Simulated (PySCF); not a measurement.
Gas-phase reaction: 2 SiHF₂ + 4 H₂ ⇌ Si₂H₆ + 4 HF

Method: PySCF energies plus ideal-gas RRHO corrections (1 bar). † marks an energy on the PBE0/def2-TZVP geometry and frequencies. MP2 and CCSD(T) freeze the core. Open shells (unrestricted): SiHF₂ (multiplicity 2); the rest are closed-shell singlets. SiHF₂: computed as isolated molecules; such fragments, hydroxides, amides, oligomers or adducts are transient or little studied in the gas. MP2 isn't extrapolated to the basis-set limit. CCSD(T) isn't extrapolated to the basis-set limit.

MP2/def2-TZVPP† gives ΔH°(298 K) = 168 kJ.

**Question.** What do CCSD(T)/def2-TZVPP†, BLYP/def2-TZVP†, M06-2X/def2-TZVP† give?

**Answer.** CCSD(T)/def2-TZVPP†: 143 kJ; BLYP/def2-TZVP†: 229 kJ; M06-2X/def2-TZVP†: 225 kJ. For scale, ΔH°(298 K) is 168 kJ at this level, 175 kJ at ωB97M-V/def2-TZVP†, and runs from 99 to 310 kJ over the 19 levels computed.
